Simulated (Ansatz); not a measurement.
Born–Oppenheimer molecular dynamics of CH$_{4}$AlCl (7 atoms, charge 0, multiplicity 1). It goes on from the last frame of an earlier run, with new velocities.

Theory: RKS PBE0/def2-SVP (Ansatz 0.2.0).

```yaml
ensemble: NVE (velocity Verlet)
time_step: 1 fs
steps_asked: 150
starting_velocities_drawn_for: 1000 K
masses: H 3.016 u
seed: 269191
```

First frame:

```xyz
7
Properties=species:S:1:pos:R:3
Al -0.044 -0.088 0.056
H -0.651 0.005 1.521
C 1.804 0.119 -0.596
H 2.556 -0.677 -0.297
H 1.799 0.425 -1.756
H 2.244 0.987 -0.007
Cl -1.856 -0.151 -1.105
```

(1) How far do the bonds stretch over the last three quarters of this one trajectory? (Pairs bonded in most of those frames.)

Results:

(1) 
```csv
bond,mean (Å),spread (Å),shortest,longest
Al1–H2,1.600,0.075,1.47,1.73
Al1–C3,1.956,0.099,1.77,2.14
Al1–Cl7,2.121,0.036,2.06,2.18
C3–H4,1.111,0.033,1.05,1.19
C3–H5,1.114,0.041,1.05,1.19
C3–H6,1.108,0.021,1.06,1.16
```

Mean temperature of the second half: 868 K. The conserved energy stayed within 0.51 meV per atom of its start (net change 0.12 meV per atom), so the integration is sound. A run of 0.15 ps of so small a system gives no equilibrium averages.

The run took 4.4 min on 1 thread of Arm Neoverse V2, on a shared host, peak memory 0.12 GiB.
